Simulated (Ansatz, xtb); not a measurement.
COS+: where a starting geometry ends

The starting geometry of this gas-phase doublet has its atoms placed at random.

```xyz
3

C    -0.8684   -0.2744   -1.1203
O     0.6328   -0.8766   -0.0019
S    -0.5935   -0.8454    0.8643
```

**Question.** Guess where an optimisation with r2SCAN-D4/def2-SVP ends from this start.

**Answer.** It ends as a structure given below by its coordinates. Distances that change by over a tenth: O2–S3 (1.50 → 1.82 Å). Contacts that close: C1–O2 (1.97 → 1.22 Å), C1–S3 (2.08 → 1.96 Å).

The energy falls by 3.00 eV over 9 steps:

```json
{"step": "1", "E − E(last) (eV)": "3.001"}
{"step": "2", "E − E(last) (eV)": "2.076"}
{"step": "3", "E − E(last) (eV)": "1.334"}
{"step": "4", "E − E(last) (eV)": "0.620"}
{"step": "5", "E − E(last) (eV)": "0.269"}
{"step": "6", "E − E(last) (eV)": "0.063"}
{"step": "7", "E − E(last) (eV)": "0.001"}
{"step": "8", "E − E(last) (eV)": "0.000"}
{"step": "9", "E − E(last) (eV)": "0.000"}
```

Final geometry (Å):

```xyz
3

C    -0.5147   -0.4014   -0.9143
O     0.4853   -0.7647   -0.3155
S    -0.7997   -0.8303    0.9719
```

From the same start GFN2-xTB reaches the same bonding as this run.

From so rough a start the end depends on the optimiser's path, so another program may land elsewhere. The end wasn't checked by frequencies. Open shells are spin-unrestricted. Run with Ansatz 0.2.0, 48 s on 1 thread of Arm Neoverse V2 (shared host).
